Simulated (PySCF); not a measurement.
# ethanethiol: full NMR table

```
Formula                               : C2H6S
SMILES                                : CCS
InChI                                 : InChI=1S/C2H6S/c1-2-3/h3H,2H2,1H3
Point group of the computed structure : C1
Degrees of unsaturation               : 0
Carbon signals                        : 2
Proton signals                        : 3
```

Molfile (atoms numbered from 1):
```
C2H6S
     RDKit          3D

  9  8  0  0  0  0  0  0  0  0999 V2000
   -0.8053    0.5237   -0.0144 C   0  0  0  0  0  0  0  0  0  0  0  0
    0.0832   -0.6834   -0.2294 C   0  0  0  0  0  0  0  0  0  0  0  0
    1.7006   -0.5634    0.5789 S   0  0  0  0  0  0  0  0  0  0  0  0
   -1.7740    0.3782   -0.5012 H   0  0  0  0  0  0  0  0  0  0  0  0
   -0.3514    1.4242   -0.4351 H   0  0  0  0  0  0  0  0  0  0  0  0
   -0.9741    0.6998    1.0493 H   0  0  0  0  0  0  0  0  0  0  0  0
   -0.3658   -1.5778    0.2089 H   0  0  0  0  0  0  0  0  0  0  0  0
    0.2282   -0.8889   -1.2917 H   0  0  0  0  0  0  0  0  0  0  0  0
    2.1217    0.5319   -0.0732 H   0  0  0  0  0  0  0  0  0  0  0  0
  1  2  1  0
  2  3  1  0
  1  4  1  0
  1  5  1  0
  1  6  1  0
  2  7  1  0
  2  8  1  0
  3  9  1  0
M  END
```

PySCF 2.14.0 with density-fitted response routines calculation with geometry from PBE0-D3(BJ)/def2-TZVP and B97-2/pcSseg-2 with gauge-including orbitals; one conformer, no solvent model, non-relativistic, rapidly exchanging positions averaged.

Referencing at the same level of theory: 1H and 13C against TMS; CS2 for 33S.

| carbon | δC, type | δH (multiplicity) | HMBC from (2–3 bonds) | span of the C tensor (ppm) |
| --- | --- | --- | --- | --- |
| C1 | 24.1, CH3 | 1.28 (t) | H7/H8 | 42 |
| C2 | 27.1, CH2 | 2.45 (q) | H4/H5/H6 | 30 |

Other nuclei:
| atoms | nucleus | environment | δ (ppm) | σ (ppm) |
| --- | --- | --- | --- | --- |
| H9 | 1H | hydrogen on a thiol sulfur | 1.48 | 30.15 |
| S3 | 33S | thiol sulfur | -42 | 559.6 |

1. Carbon types of the structure: 1 × CH2, 1 × CH3, leaving 1 H on heteroatoms.
2. δC 27.1: sp3 CH2 bonded to S.
3. δC 24.1: methyl carbon; a saturated carbon with 1 carbon neighbour and no heteroatom attached.
4. δH 2.45: hydrogen on an sp3 CH2 bonded to S.
5. δH 1.48: hydrogen on a thiol sulfur; exchangeable, gas-phase position.
6. δH 1.28: hydrogen on a methyl carbon.

Exchangeable OH/NH protons stand at their gas-phase positions; hydrogen bonding in a real sample shifts them, mostly to higher δ. Shifts are as computed. Against solution values, carbons near 30 ppm lie about +3 ppm off and those near 130 ppm about +7 ppm; carbons on S a further +4 ppm. Of 1211 compounds with measured shifts, 218 miss one by over three times the rms of a fit or turn the order of signals round; such compounds aren't used in these exercises. No couplings were computed; multiplicities are counted from neighbouring protons, with m where these are inequivalent, close in shift, in a saturated or five-membered ring or joined by F or P, and br s for small geminal =CH2 splittings.
